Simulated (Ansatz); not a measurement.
A run of Ansatz (development build ahead of 0.2.0) on singlet C2H5NO at this shape:

```yaml
atoms:
  - { symbol: O, position_ang: [0.4245, 1.3270, 0.0080] }
  - { symbol: C, position_ang: [0.0772, 0.1498, -0.0042] }
  - { symbol: N, position_ang: [0.9855, -0.8785, -0.0489] }
  - { symbol: C, position_ang: [-1.3715, -0.2887, -0.0001] }
  - { symbol: H, position_ang: [0.7080, -1.8242, 0.1699] }
  - { symbol: H, position_ang: [-1.9972, 0.5849, -0.1755] }
  - { symbol: H, position_ang: [-1.5608, -1.0393, -0.7717] }
  - { symbol: H, position_ang: [-1.6321, -0.7230, 0.9698] }
  - { symbol: H, position_ang: [1.9531, -0.6316, 0.1119] }
```

Its results:

| Property | Result |
| --- | --- |
| Converged | yes |
| Total energy | -209.06428 hartree |
| Spin squared of the determinant | 0.000 |
| Stability test | minimum among restricted orbitals |

Question: Which input gives this output? Name the method, the orbitals and the basis set, and write the input.

Answer: PBE0 (restricted) in pcseg-2. An unrestricted run that stays on the closed shell gives the same numbers.

```yaml
crystal:
  periodic: [false, false, false]
  atoms:
    - { symbol: O, position_ang: [0.4245, 1.327, 0.008] }
    - { symbol: C, position_ang: [0.0772, 0.1498, -0.0042] }
    - { symbol: "N", position_ang: [0.9855, -0.8785, -0.0489] }
    - { symbol: C, position_ang: [-1.3715, -0.2887, -0.0001] }
    - { symbol: H, position_ang: [0.708, -1.8242, 0.1699] }
    - { symbol: H, position_ang: [-1.9972, 0.5849, -0.1755] }
    - { symbol: H, position_ang: [-1.5608, -1.0393, -0.7717] }
    - { symbol: H, position_ang: [-1.6321, -0.723, 0.9698] }
    - { symbol: H, position_ang: [1.9531, -0.6316, 0.1119] }
basis:
  gaussian: { orbitals: pcseg-2 }
hamiltonian:
  xc: pbe0
```
